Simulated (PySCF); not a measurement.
## Fluorine: a sound run and one with changed settings

Sound run: F [He] 2s2 2p5, F⁺ [He] 2s2 2p4. Calculation: PySCF 2.14, in aug-cc-pVDZ-DK; scalar relativity by spin-free X2C-1e. In the sound run the correlated levels freeze 1s2. The sound run starts from symmetry-adapted Hartree-Fock orbitals and uses a fine grid where one is needed.

Changed run: initial guess 1e, at most 8 SCF cycles. This setting is unsound on purpose.

```
species   method  sound run (hartree)  changed run (hartree)  converged
      F      UHF            -99.46762              -99.46762         no
      F     MN15            -99.76837              -99.76837         no
      F      LDA            -99.16050              -99.16050        yes
     F⁺      UHF            -98.88875              -98.88875        yes
     F⁺     MN15            -99.12061              -99.12061        yes
     F⁺      LDA            -98.49962              -98.49962        yes
     F⁺      MP2            -98.99197              -98.99197        yes
     F⁺  CCSD(T)            -99.00824              -99.00824        yes
```

Ionisation energy of F:

```tsv
method	sound run (eV)	changed run (eV)
LDA	17.983	17.983
```

The SCF was stopped early; the energies are upper bounds that still move, and correlated levels were skipped or rest on poor orbitals.

For comparison, NIST gives 17.423 eV between the lowest levels.
